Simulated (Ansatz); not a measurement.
## Structure relaxation of Ni₂Ir

Level of theory: DFT PBE, scalar-relativistic, plane waves, PAW (Ansatz 0.2.0). Cutoff 420 eV, Γ-centred k mesh, Gaussian smearing, no spin polarisation in the final step.

The start puts Ni₂Ir on the fluorite structure type (Fm-3m, No. 225), with Ir in place of Ca, Ni in place of F, at a guessed volume.

```xyz
3
Lattice="0.0000 2.5244 2.5244 2.5244 0.0000 2.5244 2.5244 2.5244 0.0000" Properties=species:S:1:pos:R:3 pbc="T T T"
Ni    1.2622    1.2622    1.2622
Ni    3.7867    3.7867    3.7867
Ir    0.0000    0.0000    0.0000
```

Cell and atoms relax at zero pressure; the relaxation can't lower the symmetry of the start. After a coarse first stage the cell is made exact in the group found at 0.06 Å.

The zero of energy is the elements' standard structures at the same level; no fitted shifts are applied.

(1) Which crystal results?

(2) What are its volume, energy, density and gap?

Results:

(1) It keeps Fm-3m (No. 225). The result has the fluorite structure. Conventional cell: a = 5.633 Å. Ni is coordinated by 4 Ir at 2.44 Å and 6 Ni at 2.82 Å; Ir has 8 Ni at 2.44 Å.

```
Ni Ir
1.0
     0.00000    2.81667    2.81667
     2.81667    0.00000    2.81667
     2.81667    2.81667    0.00000
Ni Ir
2 1
Cartesian
  1.4083 1.4083 1.4083
  4.2250 4.2250 4.2250
  0.0000 0.0000 0.0000
```

(2) The volume per atom is 14.90 Å³ and the density is 11.50 g/cm³. The energy over the elements is 0.63 eV/atom and the gap on the 14×14×14 mesh is 0 eV (a metal).

The final run used a 14×14×14 mesh on its 3-atom cell and 0.10 eV smearing. For metals, differences of a few meV/atom aren't resolved. Spin–orbit coupling is left out. A structure relaxed within its symmetry needn't be a true minimum.

Cost: 3 runs of about 0.64 core-minutes in all, on Arm Neoverse V2 (shared hosts).